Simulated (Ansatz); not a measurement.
Run this with the Python package of Ansatz (0.2.0) and show what comes out.

`conformers_c3h7ns.py`:
```python
import ansatz as az
from rdkit import Chem
from rdkit.Chem import AllChem

config = {
    "basis": "cc-pVDZ",
    "xc": "pbe0",
    "dispersion": "d4",
}

rd = Chem.AddHs(Chem.MolFromSmiles("NC=CCS"))
ids = list(AllChem.EmbedMultipleConfs(rd, numConfs=20, randomSeed=675, pruneRmsThresh=0.4))
field = [energy for _, energy in AllChem.MMFFOptimizeMoleculeConfs(rd)]
distinct = {round(e, 2): i for i, e in zip(ids, field)}
chosen = sorted(distinct.items())[:3]
found = []
for force_field, index in chosen:
    molecule = az.Crystal.molecule()
    for atom, xyz in zip(rd.GetAtoms(), rd.GetConformer(index).GetPositions()):
        molecule = molecule.atom(atom.GetSymbol(), xyz.round(5).tolist())
    model = (
        molecule.calculation()
        .basis(gaussian=config["basis"])
        .functional(config["xc"], dispersion=config["dispersion"])
    )
    found.append(model.run().report["free_energy_ev"])
print("conformer   MMFF (kcal/mol)   this level (eV)")
for (force_field, index), e in zip(chosen, found):
    print(f"{index:9d} {force_field - chosen[0][0]:17.2f} {(e - min(found)):17.3f}")
```

```console
$ python conformers_c3h7ns.py
conformer   MMFF (kcal/mol)   this level (eV)
        3              0.00             0.000
        2              0.52             0.010
        1              1.50             0.004
```

The conformers keep their force-field geometries. Hardware and time: 13 s on 1 thread of Arm Neoverse V2 (shared host), peak memory 0.34 GiB.
